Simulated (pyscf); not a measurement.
HO–PH₂ (SMILES OP) + GaH₃ (SMILES [GaH3]) → HO–PH₂ (SMILES OP) + GaH₃ (SMILES [GaH3]) (four-centre exchange; singlet surface; H–P, Ga–H broken, H–P, Ga–H formed). Single points on ωB97X-D3(BJ)/def2-SVP structures (PySCF, gas phase). Correlated levels are frozen-core, on RHF or UHF. ΔMP2 is the change of the MP2 total energy from the triple- to the quadruple-zeta basis. Energies in kcal/mol from the separated reactants.

```json
[
 {"level": "B3LYP-D3(BJ)/def2-TZVP", "barrier": "…", "reaction energy": "0.0"},
 {"level": "ωB97M-D3(BJ)/def2-TZVP", "barrier": "23.9", "reaction energy": "0.0"},
 {"level": "HF/def2-TZVP", "barrier": "44.5", "reaction energy": "0.0"},
 {"level": "MP2/def2-QZVPP", "barrier": "22.1", "reaction energy": "0.0"},
 {"level": "CCSD/def2-TZVPP", "barrier": "27.1", "reaction energy": "0.0"},
 {"level": "CCSD(T)/def2-TZVPP", "barrier": "23.8", "reaction energy": "0.0"},
 {"level": "CCSD(T)/def2-TZVPP + ΔMP2(QZVPP)", "barrier": "…", "reaction energy": "0.0"}
]
```

**Question.** Some entries are withheld; supply them.

**Answer.** 
- B3LYP-D3(BJ)/def2-TZVP, barrier: 22.2
- CCSD(T)/def2-TZVPP + ΔMP2(QZVPP), barrier: 22.6

On the reactant side the descent ends in a complex (not fully relaxed), 6.3 kcal/mol under the separated species and 27.5 kcal/mol under the saddle at ωB97X-D3(BJ)/def2-TZVP. On the product side the descent ends in a bound adduct, 8.3 kcal/mol under the separated species and 29.5 kcal/mol under the saddle at ωB97X-D3(BJ)/def2-TZVP. At the saddle there is also a short Ga–P contact that neither side keeps. The same reactants have a lower exit, to H₂P–O–GaH₂ + H₂ (barrier +8.8 kcal/mol at ωB97M-D3(BJ)/def2-TZVP, against +23.9 kcal/mol here). This is the saddle that the search found; another between the same sides may lie lower. The CCSD(T) − MP2 part came from Ansatz, without density fitting, on the same reference. The frozen core leaves the outer d or s,p core shells of the metals and heavy elements correlated in the MP2 and CC values, and def2-TZVPP describes them poorly, which can shift differences by a few kcal/mol. Elements up to Kr have no core potential and no relativistic terms here.
